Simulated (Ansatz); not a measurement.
# SiH3Cl: taking an electron away

An exercise on one series of results from a longer session: the logs are not shown, and one member is left open.

Computed with Ansatz 0.2.0, Gaussian basis. Level: unrestricted cation, the program's frozen cores in correlated methods.

Plan: UKS PBE-D4/def2-TZVPP; UKS r2SCAN-D4/def2-TZVPP; UKS PBE0-D4/def2-TZVPP; UKS B3LYP-D4/def2-TZVPP; UKS wB97X-V/def2-TZVPP; UKS wB97M-V/def2-TZVPP; UKS B2PLYP/def2-TZVPP; UHF-CCSD(T)/def2-TZVPP; UHF-MP2/def2-QZVPP; extrapolation to the limit; then −ε(HOMO) from the neutral's earlier runs with LDA (SPW92), PBE-D4, revPBE-D4, BLYP-D4, r2SCAN-D4, B97M-V, PBE0-D4, B3LYP-D4, r2SCANh-D4, r2SCAN0-D4, HSE06-D4, BHLYP-D4, CAM-B3LYP-D4, LC-ωPBE, ωB97X-V, ωB97M-V.

## Structure used throughout

An earlier PBE0-D4 in a triple-zeta def2 set relaxation fixed the geometry.

SMILES `[SiH3]Cl`, 5 atoms, charge 0, spin multiplicity 1.

Atoms are counted from 1 here; the program's logs count them from 0.

Bond lengths: Si1–Cl2 2.054 Å, Si1–H3 1.481 Å, Si1–H4 1.481 Å, Si1–H5 1.481 Å. Angles: Cl2–Si1–H3 108.5°, Cl2–Si1–H4 108.5°, Cl2–Si1–H5 108.5°, H3–Si1–H4 110.4°, H3–Si1–H5 110.4°, H4–Si1–H5 110.4°.

The first run:

in.yaml reads:

```yaml
crystal:
  periodic: [false, false, false]
  atoms:
    - {symbol: Si, position_ang: [-0.112033, 0.018561, -0.030864]}
    - {symbol: Cl, position_ang: [1.838264, -0.513519, 0.329870]}
    - {symbol: H, position_ang: [-0.950928, -0.488276, 1.079072]}
    - {symbol: H, position_ang: [-0.534709, -0.585728, -1.314907]}
    - {symbol: H, position_ang: [-0.190794, 1.495362, -0.104671]}
basis:
  gaussian: {orbitals: def2-TZVPP}
total_charge: 1
magnetization: {spin_polarized: true, initial_magnetization: 1}
hamiltonian: {xc: pbe, dispersion: d4}
```

Steps of the session up to this table: Cation, UKS PBE-D4/def2-TZVPP; Cation, UKS r2SCAN-D4/def2-TZVPP; Cation, UKS PBE0-D4/def2-TZVPP; Cation, UKS B3LYP-D4/def2-TZVPP; Cation, UKS wB97X-V/def2-TZVPP; Cation, UKS wB97M-V/def2-TZVPP; Cation, UKS B2PLYP (frozen core)/def2-TZVPP; Cation, UHF-CCSD(T)/def2-TZVPP; Cation, UHF-MP2/def2-QZVPP.

One of the session's tables, all rows but one given; the rest of the session is left out.

It belongs to the step «Ionisation energies side by side». For comparison, −ε(HOMO) of the neutral from earlier runs:

```
  functional  −ε(HOMO) (eV)
 LDA (SPW92)           7.72
      PBE-D4           7.65
   revPBE-D4           7.62
     BLYP-D4           7.51
   r2SCAN-D4           8.01
      B97M-V           8.13
     PBE0-D4              ?
    B3LYP-D4           8.77
  r2SCANh-D4           8.51
  r2SCAN0-D4           9.26
    HSE06-D4           8.62
    BHLYP-D4          10.28
CAM-B3LYP-D4          10.40
     LC-ωPBE          11.82
     ωB97X-V          11.45
     ωB97M-V          11.27
```

Estimate the missing values for PBE0-D4.

**Answer.** −ε(HOMO) (eV): 9.03. In the column «−ε(HOMO) (eV)» it lies between B3LYP-D4 (8.77) and r2SCAN0-D4 (9.26).

Caveats from the session: The cation may have settled in a state other than its lowest; no search over hole states beyond the program's own was made.
